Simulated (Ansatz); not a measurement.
The first iterations of a band of CH₄NO₂P (9 atoms, charge 0, multiplicity 1).

Method: Ansatz 0.2.0, UKS PBE0/def2-SVP.

| Quantity | Value |
| --- | --- |
| movable images | 7 |
| climbing image | yes |
| spring | 5.0 eV/Å² |
| optimiser | quadratic models (default) |
| start path | through a guess of the saddle point |
| force threshold | 0.05 eV/Å |
| iteration limit | 60 |
| end points | relaxed |

Image 0:

```xyz
9
Properties=species:S:1:pos:R:3
O -0.052 1.760 0.142
C 0.600 0.633 0.388
O 1.723 0.898 1.038
N 0.281 -0.569 0.088
P -1.204 -0.800 -0.760
H -0.869 1.529 -0.338
H 2.144 0.038 1.183
H -0.761 -1.688 -1.785
H -1.772 -1.847 0.028
```

Image 8:

```xyz
9
Properties=species:S:1:pos:R:3
O 0.474 2.314 0.494
C 0.579 1.123 0.427
O 1.626 0.465 0.937
N -0.387 0.328 -0.187
P -0.329 -1.383 -0.329
H -1.153 0.888 -0.551
H 1.540 -0.491 0.790
H -1.636 -1.739 0.117
H -0.626 -1.552 -1.715
```

| iteration | highest image above the first end (eV) | largest band force component (eV/Å) |
| --- | --- | --- |
| 1 | 399.853 | 9023.495 |
| 2 | 40.909 | 107.972 |
| 3 | 31.255 | 94.484 |
| 4 | 25.404 | 75.792 |
| 5 | 17.857 | 55.855 |
| 6 | 24.229 | 92.985 |
| 7 | 17.859 | 72.743 |
| 8 | 8.846 | 23.791 |
| 9 | 6.097 | 10.469 |
| 10 | 3.830 | 11.180 |
| 11 | 3.109 | 3.232 |
| 12 | 2.372 | 2.616 |
| 13 | 3.643 | 6.891 |
| 14 | 2.573 | 3.416 |
| 15 | 2.336 | 1.119 |
| 16 | 2.141 | 1.961 |
| 17 | 2.085 | 1.680 |
| 18 | 2.078 | 0.581 |
| 19 | 2.131 | 0.849 |
| 20 | 2.201 | 1.008 |

Q: Does the band converge within its limit, and where does its top end?

A: It did not converge within its limit. It ended after 60 iterations with the highest image 1.313 eV above the first end. The band didn't meet its force threshold, so its energies are provisional: the largest band force was still 0.30 eV/Å, and over the last iterations the top moved between 1.31 and 1.34 eV. Neighbouring images lie up to 1.6 Å apart, so the band is torn or far too coarse. The orbitals stay closed-shell, which can raise the energy where a bond breaks towards radicals; this wasn't checked here.

The run took 14 min on 2 threads of AMD EPYC 9R14 (Zen 4), with other jobs on the host, peak memory 0.31 GiB.
